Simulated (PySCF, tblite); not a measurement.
**C₄H₄F₂: geometry, infrared bands, NMR shifts and spin-spin couplings**

What infrared bands, NMR shifts and spin-spin couplings should C₄H₄F₂ (`CC1=CC1(F)F`) show?

Programs: tblite 0.8.0 and PySCF 2.14.0, with density-fitted response routines of our own. Each step states its level of theory. These are calculated values for one molecule in the gas phase, unless marked as measured. Atoms count from 0, in the outputs and in this text.

## 1. The starting structure

10 atoms, charge 0, multiplicity 1; geometry from: force field or distance geometry start.

Bonds of the start (Å): C0–C1 1.45, C1–C2 1.29, C2–C3 1.43, C3–F4 1.39, C3–F5 1.36, C3–C1 1.42, C0–H6 1.09, C0–H7 1.10, C0–H8 1.10, C2–H9 1.06.

## 2. Optimising the geometry with GFN2-xTB

What the job is given:

```
{"job": {"kind": "relax", "xc": "GFN2-xTB", "basis": "xTB"}, "charge": 0, "multiplicity": 1}
C      1.445100    -0.254100     0.010100
C     -0.000500    -0.197300    -0.108800
C     -1.170000    -0.640200    -0.417200
C     -1.094200     0.650000     0.199000
F     -1.517500     0.825000     1.507600
F     -1.334400     1.795000    -0.501100
H      1.829200    -1.181200    -0.408400
H      1.904600     0.584000    -0.526700
H      1.754700    -0.194000     1.058700
H     -1.808000    -1.382500    -0.835700
```

The run is started by

```
$ OMP_NUM_THREADS=1 python probes_run.py task.json out
```

One launch serves the whole session: the jobs run in the order shown.

**Question.** This job is followed by: GFN2-xTB harmonic vibrations, gas phase; GIAO PBE0/pcSseg-1 NMR shielding, non-relativistic, gas phase; B3LYP/pcJ-1 indirect spin-spin coupling, non-relativistic, gas phase. What will the session give for the following? strongest single infrared mode (GFN2-xTB); zero-point energy (GFN2-xTB); ¹³C shifts against TMS (PBE0/pcSseg-1); ¹H shifts against TMS (PBE0/pcSseg-1, means over atoms taken as alike); ¹⁹F shifts against CFCl3 (PBE0/pcSseg-1, means over atoms taken as alike); largest coupling of the table (B3LYP/pcJ-1).

**Answer**, as computed:

```
                                                                 quantity                          value
                                strongest single infrared mode (GFN2-xTB)          1004 cm⁻¹, 210 km/mol
                                             zero-point energy (GFN2-xTB)                  42.2 kcal/mol
                                   ¹³C shifts against TMS (PBE0/pcSseg-1)  146.4, 127.6, 108.7, 11.2 ppm
   ¹H shifts against TMS (PBE0/pcSseg-1, means over atoms taken as alike)                 7.43, 2.41 ppm
¹⁹F shifts against CFCl3 (PBE0/pcSseg-1, means over atoms taken as alike)                     -125.8 ppm
                              largest coupling of the table (B3LYP/pcJ-1)       ¹J(C,F) C3–F4, -356.4 Hz
```

In words: The optimisation took 22 steps and gained 0.140 eV; among the close pairs (by a distance rule), C1–C3 changed most, from 1.417 to 1.467 Å. No mode is imaginary among the 24: a minimum at this level. The strongest single mode, at 1004 cm⁻¹, has its largest shares on C3, H8 and H7 (the list is cut at 3 atoms). GFN2-xTB is a fitted tight-binding method: band positions and strengths are rough. Its intensities can rank the bands wrongly. The most deshielded hydrogen is H9 (hydrogen on an alkene CH), at 7.43 ppm: attached to an sp2 carbon and in the plane of the double bond. In the run at B3LYP/pcJ-1, the largest coupling of the table is C3–F4 (mean over like pairs), -356.4 Hz, of which the Fermi-contact term gives -359.3 Hz. Couplings across rotatable bonds belong to this one conformer; where others are populated, the observed values are averages. Density functionals describe couplings to fluorine poorly, F–F couplings above all, so those rows are rough.
